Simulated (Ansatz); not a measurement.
Cost and result for the atomization energy of C₄H₄OS, SMILES `C=CSC#CO` (10 atoms, 9 bonds).

```tsv
atom	x (Å)	y (Å)	z (Å)
C1	-0.786	-0.977	-2.293
C2	-0.498	-0.317	-1.180
S3	1.146	-0.114	-0.593
C4	0.905	0.501	0.941
C5	0.841	0.930	2.066
O6	0.761	1.493	3.233
H7	-0.024	-1.462	-2.893
H8	-1.810	-1.043	-2.638
H9	-1.254	0.167	-0.572
H10	0.719	0.823	3.928
```

Total charge 0; spin multiplicity 1. The structure was optimised at the PBE0-D4/def2-TZVP level. It is one conformer, not always the lowest. Program: Ansatz. All runs use 4 threads of an Arm Neoverse N1 on a shared host. Times are those of one run each, without the atoms' runs, and a repeat can differ threefold. Electronic energies, without spin–orbit coupling; frozen cores. CCSD(T)/CBS adds CCSD(T) − MP2 in def2-TZVPP to the MP2 limit, and its time is that of the two runs behind it. T1 = 0.014. B3LYP takes the VWN-RPA correlation (the form of Gaussian; ORCA's B3LYP/G).

CCSD(T)/CBS is a level of theory with its own doubt, some kJ/mol a heavy atom from the limit and from the frozen cores, so smaller differences don't rank the functionals.

| level | functions | atomization (kcal/mol) | difference from CCSD(T)/CBS | per bond |
| --- | --- | --- | --- | --- |
| CCSD(T)/CBS(def2) | – | 997.8 | 0.0 | 0.0 |
| PBE-D4/def2-TZVPP (with forces) | 253 | 1047.9 | 50.1 | 5.6 |
| PBE0-D4/def2-TZVPP | 253 | 1015.1 | 17.3 | 1.9 |
| B2PLYP/def2-TZVPP | 253 | 992.2 | -5.6 | -0.6 |
| r2SCAN-D4/def2-TZVPP (with forces) | 253 | 1008.9 | 11.1 | 1.2 |
| ωB97M-V/def2-TZVPP (with forces) | 253 | 1005.1 | 7.3 | 0.8 |
| B3LYP-D4/def2-TZVPP (with forces) | 253 | 1001.7 | 3.9 | 0.4 |
| MP2/def2-QZVPP | 475 | 1019.4 | 21.6 | 2.4 |
| ωB97X-V/def2-TZVPP | 253 | 1000.0 | 2.2 | 0.2 |
| CCSD(T)/def2-TZVPP | 253 | 968.2 | -29.6 | -3.3 |

Problem. Order the runs by time, with rough figures. (Best estimate.)

Solution. Computed: PBE-D4/def2-TZVPP (with forces) 3.8 s; PBE0-D4/def2-TZVPP 4.8 s; r2SCAN-D4/def2-TZVPP (with forces) 7.5 s; B3LYP-D4/def2-TZVPP (with forces) 7.5 s; B2PLYP/def2-TZVPP 9 s; ωB97X-V/def2-TZVPP 12 s; ωB97M-V/def2-TZVPP (with forces) 17 s; MP2/def2-QZVPP 37 s; CCSD(T)/def2-TZVPP 4.8 min; CCSD(T)/CBS(def2) 5.4 min.

The D4 term adds +8.1 kcal/mol with B3LYP and +4.2 kcal/mol with PBE0; it sums over pairs of atoms, weighted by their polarisabilities, and B3LYP, whose exchange is more repulsive, gets the larger term. In def2-TZVPP, CCSD(T) changes the Hartree–Fock value by +281.8 kcal/mol (the triples alone add +23.4 kcal/mol) and MP2 by +315.6 kcal/mol; breaking electron pairs costs correlation energy, which Hartree–Fock lacks. From PBE to PBE0 (25 % exact exchange), in def2-TZVPP and without D4, the atomization energy moves by −32.0 kcal/mol: exact exchange takes away binding that semilocal exchange gives to molecules.
